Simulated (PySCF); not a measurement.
These are PBE0-D4/def2-TZVP (PySCF 2.14.0) values and carry that method's errors. All species are isolated molecules in the gas phase. 

Reference species (SMILES): `[F]` (neutral, multiplicity 2).

```
Property                           Value
-----------------------------  ---------
highest occupied spin orbital  -12.46 eV
```

Changed species: `C[S]` (radical fragment; the reference has radical fragment).

**Question.** What does the change do to the highest occupied spin orbital?

**Answer.** the highest occupied spin orbital goes up by 5.88 eV, to -6.58 eV.
